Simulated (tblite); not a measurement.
C₄H₃N₂ (doublet state).
Cartesian coordinates in Å at the GFN2-xTB level; atoms count from 1:
```xyz
9
C4H3N2 angstrom
N      2.8698    0.4164    1.3426
C      1.8585    0.4740    0.7808
C      0.6576    0.5526    0.1251
C     -0.2783   -0.5376    0.1211
C     -1.7272   -0.2809   -0.0412
N     -1.1978   -0.7079   -1.0803
H      0.4195    1.4613   -0.4073
H      0.0300   -1.4528    0.6147
H     -2.6184    0.0809    0.4128
```

All values are computed: GFN2-xTB (tblite) harmonic vibrations without scaling, gas phase. The method is semi-empirical: single wavenumbers can be off by several per cent or more. One conformer, not necessarily the lowest. Open shells enter through the occupations alone, without spin polarisation, and single modes of such species can be off by tens of per cent.

Harmonic wavenumbers (cm⁻¹): 92.1, 158.5, 335.3, 368.3, 410.0, 521.8, 642.0, 721.3, 748.3, 882.7, 991.7, 1038.4, 1129.0, 1161.2, 1248.7, 1380.6, 1803.8, 2246.6, 3034.0, 3082.4, 3217.7.

A = 21722, B = 1836, C = 1827 MHz; mass 79.030 u (most abundant isotopes); point group C1, symmetry number 1; spin multiplicity 2.

Zero-point energy?

½Σν̃ = 12607 cm⁻¹ = 36.05 kcal/mol.

Give the ideal-gas entropy at 350 K and 1 bar in the rigid-rotor, harmonic-oscillator model (classical rotation).

Translation 39.84, rotation 26.37, vibration 13.90, spin (R ln 2) 1.38: S = 81.5 cal/(mol K).

And Cp and H(350 K) − H(0)?

Cp = 24.49 cal/(mol K), of which vibrations give 16.54 (their classical limit is 21 R = 41.7); H(350 K) − H(0) = 5.55 kcal/mol without the zero-point energy, 2.77 from vibrations.

Blend soft modes into free rotors: weight 1/[1 + (100 cm⁻¹/ν̃)⁴] for the oscillator and the rest for a rotor with moment μB/(μ + B), μ = h/(8π²ν), B = 10⁻⁴⁴ kg m². What vibrational entropy results?

13.38 cal/(mol K) in place of 13.90, which changes −T·S at 350 K by +0.18 kcal/mol.

Which modes carry the vibrational entropy at 350 K?

92.1 cm⁻¹: 3.93; 158.5 cm⁻¹: 2.87; 335.3 cm⁻¹: 1.50; 368.3 cm⁻¹: 1.34; 410.0 cm⁻¹: 1.17; 521.8 cm⁻¹: 0.81 cal/(mol K); the other 15 give 2.28 together.

How do the functions run with temperature in this model?

| T (K) | S (cal/(mol K)) | Cp (cal/(mol K)) | H − H(0) (kcal/mol) | G − H(0) (kcal/mol) | ln q(vib) |
| --- | --- | --- | --- | --- | --- |
| 150 | 65.4 | 14.5 | 1.62 | -8.20 | 0.88 |
| 250 | 74.1 | 19.7 | 3.33 | -15.19 | 1.91 |
| 298.15 | 77.8 | 22.1 | 4.34 | -18.84 | 2.44 |
| 400 | 84.9 | 26.6 | 6.82 | -27.13 | 3.59 |
| 600 | 96.9 | 32.8 | 12.81 | -45.36 | 5.87 |
| 900 | 111.4 | 38.5 | 23.58 | -76.70 | 9.10 |

q(vib) and H(0) count from the zero-point level.

Hindered rotation and anharmonicity are outside this model. Other conformers, if any are populated, would add a mixing term that is left out. The structure is chiral; the term R ln 2 for an equal mix with its mirror image is left out.

The run took 0.11 s on one thread, Arm Neoverse V2 (aarch64), no GPU, shared host with 96 logical CPUs at a one-minute load of 36. This covers the Hessian and the dipole derivatives.
